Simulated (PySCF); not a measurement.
# A diatomic session: AlO

What are the lowest state that PBE0 finds, the bond length, vibrational wavenumber and bond energy of AlO, and how much do these hang on the method?

Computed with PySCF 2.14.0. Level: Al pcseg-1, O pcseg-1, no relativity.

## Step 1: Set-up

The job is set up so:

| Property | Result |
| --- | --- |
| atoms | Al, O |
| charge | 0 |
| basis | Al pcseg-1, O pcseg-1 |
| Hamiltonian | no relativity |
| basis functions | 32 |
| electrons treated | 21 |
| masses in u | 26.9815, 15.9949 |
| levels | PBE0, PBE, r²SCAN, BLYP, r²SCAN0, LDA, HF, MP2, SCS-MP2, CCSD, CCSD(T) |
| grid | 80 radial by 434 angular points |
| occupations | held fixed by the projection of orbital angular momentum |
| dissociation limit | Al + O, each in its ground configuration |
| starting distance in angstrom | 1.795 |
| values of 2S to try | 1, 3 |

Command:

```console
OMP_NUM_THREADS=1 python dia.py task.json out
```

Further steps of the session: First curve: PBE0; Higher solutions at PBE0; PBE; r²SCAN (meta-GGA); BLYP; r²SCAN0; LDA; UHF; MP2 and coupled cluster.

**Question.** What will these runs give? Wanted: for each run, Re; ωe; De; μ.

**Answer**, as computed:

Lowest PBE0 solution found, without spin–orbit coupling: ²Σ⁺ (doublet), unpaired electrons σ ↑. State 2 has its PBE0 minimum 0.49 eV higher. State 3 has its PBE0 minimum 3.23 eV higher. The other levels ran on the lowest alone.

| level | Re (Å) | ωe (cm⁻¹) | De (eV) | μ (D) |
| --- | --- | --- | --- | --- |
| LDA | 1.632 | 988 | 6.39 | -3.92 |
| PBE | 1.650 | 946 | 5.49 | -3.84 |
| BLYP | 1.656 | 927 | 5.39 | -3.75 |
| r²SCAN | 1.634 | 980 | 5.26 | -4.18 |
| PBE0 | 1.635 | 956 | 4.81 | -4.16 |
| r²SCAN0 | 1.626 | 965 | 4.67 | -4.38 |

De is counted to Al + O in their ground configurations. A positive dipole means Al(−)O(+). No constants: UHF (fits of two degrees disagree); UHF-MP2 (the points don't follow one smooth fit); UHF-SCS-MP2 (the points don't follow one smooth fit); UHF-CCSD (the points don't follow one smooth fit); UHF-CCSD(T) (the points don't follow one smooth fit).

What this shows: Bond lengths run from 1.626 Å (r²SCAN0) to 1.656 Å (BLYP). Of the levels with a De here, r²SCAN0 gives the least (4.67 eV) and LDA the most (6.39 eV).

Correlated steps freeze 6 core orbitals. T1 is 0.105 near the minimum (highest on the curve 0.105), which may point to more than one leading configuration.
